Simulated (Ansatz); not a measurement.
# C2H4O2: the cost of one run

Method: the levels named in each step, in Ansatz 0.2.0.

### 1 The starting structure

Bond lengths: C1–O2 1.426 Å, O2–C3 1.321 Å, C3–O4 1.195 Å, C1–H5 1.087 Å, C1–H6 1.086 Å, C1–H7 1.097 Å, C3–H8 1.103 Å. Angles: C1–O2–C3 116.2°, O2–C1–H5 106.3°, O2–C1–H6 110.3°, O2–C1–H7 110.1°, H5–C1–H6 110.8°, H5–C1–H7 110.6°, H6–C1–H7 108.8°, O2–C3–O4 126.5°, O2–C3–H8 108.8°, O4–C3–H8 124.7°.

Structure file:

```xyz
8

C    -1.4675   -0.1113   -0.1180
O    -0.2204   -0.6130   -0.5935
C     0.8641   -0.0740   -0.0652
O     0.8992    0.7851    0.7643
H    -2.2401   -0.6529   -0.6569
H    -1.5567   -0.2764    0.9520
H    -1.5409    0.9650   -0.3171
H     1.7522   -0.5480   -0.5162
```

### 2 A rough first relaxation, PBE-D4/def2-SVP

input.yaml reads:

```yaml
crystal:
  periodic: [false, false, false]
  atoms:
    - { symbol: C, position_ang: [-1.46749, -0.11134, -0.11802] }
    - { symbol: O, position_ang: [-0.22036, -0.61305, -0.59349] }
    - { symbol: C, position_ang: [0.86411, -0.07403, -0.06516] }
    - { symbol: O, position_ang: [0.89921, 0.78507, 0.76433] }
    - { symbol: H, position_ang: [-2.2401, -0.65291, -0.65693] }
    - { symbol: H, position_ang: [-1.55674, -0.27643, 0.95199] }
    - { symbol: H, position_ang: [-1.54092, 0.96496, -0.31709] }
    - { symbol: H, position_ang: [1.75216, -0.54804, -0.51619] }
basis:
  gaussian: { orbitals: def2-SVP }
hamiltonian:
  xc: pbe
  dispersion: d4
relax:
  f_tol: 0.03
  max_steps: 200
```

On the command line:

```
$ ansatz run input.yaml --threads 2 --pin off --max-ram 5120MiB --backend cpu --events-out ev --progress --plain --runs-dir out
```

**Question.** How long does this run take on 2 threads of Intel Xeon Platinum 8375C at 2.90GHz (Ice Lake), shared host, and how much memory does it need?

About 5.3 s, with a peak of 0.15 GiB.
